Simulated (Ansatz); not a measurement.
CH$_{3}$N, quintet: from triple and quadruple zeta to the limit

```xyz
5

N    -0.1361    0.0000    0.6653
C     0.1131    0.0000   -0.6766
H     0.7075    0.0000    1.2483
H    -0.0823    0.9269   -1.2151
H    -0.0823   -0.9269   -1.2151
```

Connectivity, by distances: NH–CH2.

Ansatz 0.2.0, UHF determinant, valence electrons correlated. Energies in eV.

```json
{"set": "def2-TZVPP", "X": "3", "functions": "104", "Hartree–Fock": "-2550.6611", "MP2 correlation": "-7.3923", "CCSD(T) correlation": "-8.5731", "time": "2.6 s on 1 × NVIDIA H100 80GB HBM3 with 1 thread of AMD EPYC 7R13 Processor (Zen 3), on a shared host"}
{"set": "def2-QZVPP", "X": "4", "functions": "204", "Hartree–Fock": "-2551.0867", "MP2 correlation": "-7.9407", "CCSD(T) correlation": "-9.0765", "time": "6.5 s on 1 × NVIDIA H100 80GB HBM3 with 1 thread of AMD EPYC 7R13 Processor (Zen 3), with other jobs on the host"}
```

Hartree–Fock is taken to follow E(X) = E∞ + A·exp(−7.88·√X), correlation E(X) = E∞ + B·X^−2.97.

Cautions: another spin lies lower.

Task: Work out the CCSD(T) energy at the limit, and how far the shortcut misses it that extrapolates MP2 and adds CCSD(T) minus MP2 from the smaller set.

Result: Hartree–Fock: E∞ = E4 + 0.1377·(E4 − E3) = -2551.1454. Correlation: E∞ = E4 + 0.7407·(E4 − E3) = -9.4494 for CCSD(T) and -8.3470 for MP2. The limit is -2560.5948 eV, 0.432 eV below def2-QZVPP. The shortcut gives a correlation energy of -8.3470 + (-1.1808) = -9.5278, 78 meV lower than the direct value.
